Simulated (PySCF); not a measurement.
# SiH4O (silanol) at 5 levels

Aim: a comparison of 5 runs (HF/STO-3G, PBE0/6-31G, B3LYP/6-31G*, B3LYP/6-31+G*, CCSD(T)/def2-SVPD) of SiH4O (silanol). Input form: a Python script.

The results are computed with PySCF 2.14.0.

### 1 The system as given

SiH4O has 6 atoms, charge 0, and is taken as a singlet. As SMILES, `O[SiH3]`. The shape is that of a PBE0-D4/def2-TZVP optimisation.

Bond lengths: O1–Si2 1.648 Å, O1–H3 0.957 Å, Si2–H4 1.489 Å, Si2–H5 1.481 Å, Si2–H6 1.489 Å. Angles: O1–Si2–H4 111.7°, O1–Si2–H5 105.9°, O1–Si2–H6 111.7°, Si2–O1–H3 117.9°, H4–Si2–H5 109.9°, H4–Si2–H6 107.9°, H5–Si2–H6 109.9°.

### 2 Energy and gradient at HF/STO-3G (run 1)

Input file input.py:

```python
# O[SiH3]
import pyscf.grad
from pyscf import gto, scf

molecule = gto.M(
    atom='''
O    0.636700  -1.030300   0.419000
Si  -0.035700   0.346500  -0.187000
H    0.069100  -1.629200   0.904700
H   -1.128300   0.045700  -1.152800
H    1.060500   1.064900  -0.875600
H   -0.602300   1.202400   0.891700
''',
    verbose=3,
    basis='sto-3g',
    charge=0,
    max_memory=1860,
)

mf = scf.RHF(molecule)
mf.conv_tol = 1e-10
mf.kernel()
if not mf.converged:
    mf = mf.newton().run(mf.mo_coeff, mf.mo_occ)

e_tot = mf.e_tot
print('E = %.10f Eh' % e_tot)
grad = mf.Gradients().kernel()
mf.analyze()
```

Run with:

```bash
$ OMP_NUM_THREADS=1 python input.py
```

Standard output:

```text
converged SCF energy = -361.762298528007
E = -361.7622985280 Eh
--------------- RHF gradients ---------------
         x                y                z
0 O    -0.0399481055    -0.0008887139     0.0108176959
1 Si     0.0258479098    -0.0350773403     0.0131682454
2 H     0.0274175351     0.0090685318    -0.0122114020
3 H    -0.0240030589    -0.0067578185    -0.0208387176
4 H     0.0232544845     0.0152350386    -0.0146092348
5 H    -0.0125687651     0.0184203023     0.0236734131
----------------------------------------------
**** MO energy ****
MO #1   energy= -68.0072404530559  occ= 2
MO #2   energy= -20.1735199734679  occ= 2
MO #3   energy= -5.98681401714255  occ= 2
MO #4   energy= -4.01294312222438  occ= 2
MO #5   energy= -4.01193053027449  occ= 2
MO #6   energy= -4.01182262242017  occ= 2
MO #7   energy= -1.23455117697297  occ= 2
MO #8   energy= -0.688062296584664 occ= 2
MO #9   energy= -0.545928995256448 occ= 2
MO #10  energy= -0.459797625785898 occ= 2
MO #11  energy= -0.440004595206963 occ= 2
MO #12  energy= -0.365075456020725 occ= 2
MO #13  energy= -0.340208415982436 occ= 2
MO #14  energy= 0.490145367415975  occ= 0
MO #15  energy= 0.524965229583107  occ= 0
MO #16  energy= 0.553502790371114  occ= 0
MO #17  energy= 0.560778434455508  occ= 0
MO #18  energy= 0.754625774402198  occ= 0
 ** Mulliken atomic charges  **
charge of    0O =     -0.37776
charge of    1Si =      0.71449
charge of    2H =      0.12431
charge of    3H =     -0.15881
charge of    4H =     -0.14341
charge of    5H =     -0.15881
Dipole moment(X, Y, Z, Debye): -1.24076,  0.05603,  0.28869
```

Run time: 1.2 s. Hardware: 1 thread of Intel Xeon at 2.70GHz, shared host; peak memory 0.12 GiB.

### 3 Energy and forces at PBE0/6-31G (run 2)

Input file run.py:

```python
from pyscf import gto, dft

molecule = gto.Mole()
molecule.atom = [
    ('O', (0.636700, -1.030300, 0.419000)),
    ('Si', (-0.035700, 0.346500, -0.187000)),
    ('H', (0.069100, -1.629200, 0.904700)),
    ('H', (-1.128300, 0.045700, -1.152800)),
    ('H', (1.060500, 1.064900, -0.875600)),
    ('H', (-0.602300, 1.202400, 0.891700)),
]
molecule.max_memory = 1860
molecule.spin = 0
molecule.charge = 0
molecule.basis = '6-31g'
molecule.verbose = 3
molecule.build()

ks = dft.RKS(molecule)
ks.xc = 'pbe0'
ks.grids.level = 5
ks.conv_tol = 1e-10
ks.kernel()
if not ks.converged:
    ks = ks.newton().run(ks.mo_coeff, ks.mo_occ)

e_final = ks.e_tot
print('Final energy', e_final)
grad = ks.nuc_grad_method().kernel()
ks.analyze()
```

Run with:

```bash
$ OMP_NUM_THREADS=1 python run.py
```

Standard output:

```text
converged SCF energy = -366.836290961527
Final energy -366.8362909615271
--------------- RKS gradients ---------------
         x                y                z
0 O    -0.0177489501     0.0368216080    -0.0162701407
1 Si     0.0127811493    -0.0418131028     0.0203634259
2 H    -0.0008863414     0.0133105652    -0.0073060757
3 H     0.0057839403     0.0002899867     0.0050209428
4 H    -0.0032214494    -0.0034579168     0.0027823233
5 H     0.0032966851    -0.0051489721    -0.0045925668
----------------------------------------------
**** MO energy ****
MO #1   energy= -66.2825575201505  occ= 2
MO #2   energy= -19.2178835771175  occ= 2
MO #3   energy= -5.37312443889094  occ= 2
MO #4   energy= -3.70784368453038  occ= 2
MO #5   energy= -3.70471454723737  occ= 2
MO #6   energy= -3.70461840164995  occ= 2
MO #7   energy= -1.04226431492278  occ= 2
MO #8   energy= -0.598624912665454 occ= 2
MO #9   energy= -0.491618354855316 occ= 2
MO #10  energy= -0.398074877697733 occ= 2
MO #11  energy= -0.392605125706216 occ= 2
MO #12  energy= -0.33293978361794  occ= 2
MO #13  energy= -0.308566431429978 occ= 2
MO #14  energy= 0.0141884417852347 occ= 0
MO #15  energy= 0.095600393835894  occ= 0
MO #16  energy= 0.107378515704197  occ= 0
MO #17  energy= 0.117855838629789  occ= 0
MO #18  energy= 0.137881261068178  occ= 0
MO #19  energy= 0.219280001585111  occ= 0
MO #20  energy= 0.23035652250528   occ= 0
MO #21  energy= 0.250012820648424  occ= 0
MO #22  energy= 0.365270691619459  occ= 0
MO #23  energy= 0.891670656522194  occ= 0
MO #24  energy= 0.970156606084296  occ= 0
MO #25  energy= 0.974161820684716  occ= 0
MO #26  energy= 0.985598768210323  occ= 0
MO #27  energy= 0.985981249520118  occ= 0
MO #28  energy= 1.02598632863069   occ= 0
MO #29  energy= 1.1773586220947    occ= 0
MO #30  energy= 1.4591795884037    occ= 0
 ** Mulliken atomic charges  **
charge of    0O =     -0.69809
charge of    1Si =      0.59304
charge of    2H =      0.32948
charge of    3H =     -0.08492
charge of    4H =     -0.05458
charge of    5H =     -0.08492
Dipole moment(X, Y, Z, Debye): -1.79217, -0.02937,  0.47946
```

It took 6.3 s on 1 thread of Intel Xeon at 2.70GHz, shared host; peak memory 0.36 GiB.

### 4 Energy and gradient at B3LYP/6-31G(d) (spherical functions) (run 3)

Input file run.py:

```python
import pyscf.grad
from pyscf import gto, dft

mol = gto.M(
    atom='''
O    0.636700  -1.030300   0.419000
Si  -0.035700   0.346500  -0.187000
H    0.069100  -1.629200   0.904700
H   -1.128300   0.045700  -1.152800
H    1.060500   1.064900  -0.875600
H   -0.602300   1.202400   0.891700
''',
    verbose=3,
    max_memory=1860,
    basis='6-31g*',
)

mf = dft.RKS(mol)
mf.xc = 'b3lyp'
mf.conv_tol = 1e-10
mf.grids.level = 5
mf.kernel()
if not mf.converged:
    mf = mf.newton().run(mf.mo_coeff, mf.mo_occ)

etot = mf.e_tot
print('Final energy', etot)
grad = mf.Gradients().kernel()
dip = mf.dip_moment()
pop, q = mf.mulliken_pop()
```

Run with:

```bash
$ OMP_NUM_THREADS=1 python run.py
```

Standard output:

```text
converged SCF energy = -367.139453452262
Final energy -367.1394534522616
--------------- RKS gradients ---------------
         x                y                z
0 O    -0.0107973141     0.0043586482     0.0003174466
1 Si     0.0036230697    -0.0063163119     0.0026287185
2 H     0.0052676281     0.0053243472    -0.0043730280
3 H     0.0010039354    -0.0010909019     0.0010448090
4 H     0.0001686098    -0.0006309988     0.0003107153
5 H     0.0007393997    -0.0016425641     0.0000694510
----------------------------------------------
Dipole moment(X, Y, Z, Debye): -1.25797, -0.45026,  0.57982
 ** Mulliken pop  **
pop of  0 O 1s            1.99705
pop of  0 O 2s            0.89611
pop of  0 O 3s            0.94153
pop of  0 O 2px           0.99168
pop of  0 O 2py           0.93919
pop of  0 O 2pz           1.02260
pop of  0 O 3px           0.67675
pop of  0 O 3py           0.54452
pop of  0 O 3pz           0.68809
pop of  0 O 3dxy          0.00697
pop of  0 O 3dyz          0.00264
pop of  0 O 3dz^2         0.00131
pop of  0 O 3dxz          0.00521
pop of  0 O 3dx2-y2       0.00231
pop of  1 Si 1s           1.99966
pop of  1 Si 2s           1.99564
pop of  1 Si 3s           0.95362
pop of  1 Si 4s           0.21276
pop of  1 Si 2px          1.98801
pop of  1 Si 2py          1.98733
pop of  1 Si 2pz          1.98804
pop of  1 Si 3px          0.63523
pop of  1 Si 3py          0.51179
pop of  1 Si 3pz          0.62449
pop of  1 Si 4px          0.12140
pop of  1 Si 4py          0.04759
pop of  1 Si 4pz          0.12203
pop of  1 Si 3dxy         0.05442
pop of  1 Si 3dyz         0.06155
pop of  1 Si 3dz^2        0.01838
pop of  1 Si 3dxz         0.06558
pop of  1 Si 3dx2-y2      0.04001
pop of  2 H 1s            0.47249
pop of  2 H 2s            0.10341
pop of  3 H 1s            0.51583
pop of  3 H 2s            0.58477
pop of  4 H 1s            0.51563
pop of  4 H 2s            0.56379
pop of  5 H 1s            0.51581
pop of  5 H 2s            0.58480
 ** Mulliken atomic charges  **
charge of    0O =     -0.71595
charge of    1Si =      0.57248
charge of    2H =      0.42411
charge of    3H =     -0.10060
charge of    4H =     -0.07942
charge of    5H =     -0.10062
```

Wall time 11 s (1 thread of Intel Xeon at 2.70GHz, shared host); peak memory 0.44 GiB.

Run 4 isn't shown in full; the table further down has it.

### 5 The energy at CCSD(T)/def2-SVPD (run 5)

Input file calc.py:

```python
# O[SiH3]
from pyscf import gto, scf, cc

molecule = gto.M(
    atom=[
    ('O', (0.636700, -1.030300, 0.419000)),
    ('Si', (-0.035700, 0.346500, -0.187000)),
    ('H', (0.069100, -1.629200, 0.904700)),
    ('H', (-1.128300, 0.045700, -1.152800)),
    ('H', (1.060500, 1.064900, -0.875600)),
    ('H', (-0.602300, 1.202400, 0.891700)),
],
    max_memory=1860,
    charge=0,
    basis='def2-svpd',
    verbose=4,
    spin=0,
)

calc0 = scf.RHF(molecule)
calc0.conv_tol = 1e-10
calc0.kernel()
if not calc0.converged:
    calc0 = calc0.newton().run(calc0.mo_coeff, calc0.mo_occ)

mycc = cc.CCSD(calc0, frozen=6)
mycc.kernel()
e_t = mycc.ccsd_t()
energy = mycc.e_tot + e_t
print('Final energy', energy)
dip = calc0.dip_moment()
pop, q = calc0.mulliken_pop()
```

Run with:

```bash
$ OMP_NUM_THREADS=1 python calc.py
```

Standard output:

```text
PySCF version 2.14.0

[... 60 lines left out ...]
converged SCF energy = -366.013192647286
[... 12 lines left out ...]
Init t2, MP2 energy = -366.323995293769  E_corr(MP2) -0.310802646483035
[... 10 lines left out ...]
CCSD converged
[... 2 lines left out ...]
Final energy -366.3594871649047
Dipole moment(X, Y, Z, Debye): -1.29113, -0.31930,  0.51418
[... 47 lines left out ...]
pop of  1 Si 4dx2-y2      0.01250
pop of  2 H 1s            0.68268
pop of  2 H 2s            0.00768
pop of  2 H 2px           0.02293
pop of  2 H 2py           0.02426
pop of  2 H 2pz           0.02193
pop of  2 H 3px          -0.00346
pop of  2 H 3py          -0.00693
pop of  2 H 3pz           0.00552
pop of  3 H 1s            0.74939
pop of  3 H 2s            0.35483
pop of  3 H 2px           0.00540
pop of  3 H 2py           0.00064
pop of  3 H 2pz           0.00447
pop of  3 H 3px           0.00456
pop of  3 H 3py          -0.00817
pop of  3 H 3pz          -0.00423
pop of  4 H 1s            0.74932
pop of  4 H 2s            0.33491
pop of  4 H 2px           0.00554
pop of  4 H 2py           0.00253
pop of  4 H 2pz           0.00254
pop of  4 H 3px          -0.00517
pop of  4 H 3py           0.00471
pop of  4 H 3pz           0.00159
pop of  5 H 1s            0.74937
pop of  5 H 2s            0.35484
pop of  5 H 2px           0.00185
pop of  5 H 2py           0.00361
pop of  5 H 2pz           0.00504
pop of  5 H 3px          -0.00016
pop of  5 H 3py           0.00135
pop of  5 H 3pz          -0.00901
 ** Mulliken atomic charges  **
charge of    0O =     -0.79826
charge of    1Si =      0.86261
charge of    2H =      0.24540
charge of    3H =     -0.10688
charge of    4H =     -0.09597
charge of    5H =     -0.10689
```

Wall time 8.4 s (1 thread of Intel Xeon at 2.70GHz, shared host); peak memory 0.29 GiB.

### 6 All runs side by side

```
run                                level  integration grid      task  energy (Eh)  dipole moment (D) of the reference  HOMO energy (eV)  LUMO energy (eV)  wall time
  1                            HF/STO-3G                 –  gradient  -361.762299                                1.28             -9.26             13.34      1.2 s
  2                           PBE0/6-31G                 5  gradient  -366.836291                                1.86             -8.40              0.39      6.3 s
  3   B3LYP/6-31G* (spherical functions)                 5  gradient  -367.139453                                1.46             -8.21              0.29       11 s
  4  B3LYP/6-31+G* (spherical functions)                 5  gradient  -367.148574                                1.54             -8.52             -0.61       13 s
  5                    CCSD(T)/def2-SVPD                 –    energy  -366.359487                                1.43            -12.44              2.23      8.4 s
```

### 7 Outcome

```
                                          quantity          value
                               run 5: total energy  -366.35949 Eh
       run 5: dipole moment (Hartree–Fock density)         1.43 D
        run 5: HOMO energy (Hartree–Fock orbitals)      -12.44 eV
        run 5: LUMO energy (Hartree–Fock orbitals)        2.23 eV
      run 5: HOMO–LUMO gap (Hartree–Fock orbitals)       14.67 eV
run 5: correlation energy (6 core orbitals frozen)     -346.3 mEh
                             run 5: (T) correction      -7.93 mEh
                              run 5: T1 diagnostic          0.012
```

What this shows: Over runs 1, 2, 3, 4 the dipole moment (its size) runs from 1.28 D (HF/STO-3G) to 1.86 D (PBE0/6-31G). The two ends differ in method and basis. Over runs 1, 2, 3, 4 the HOMO–LUMO gap runs from 7.92 eV (B3LYP/6-31+G*) to 22.60 eV (HF/STO-3G). Totals of different functionals can't be ranked against each other. In run 1 the basis is minimal, so the values are rough. All runs together took 39 s, the longest 13 s.
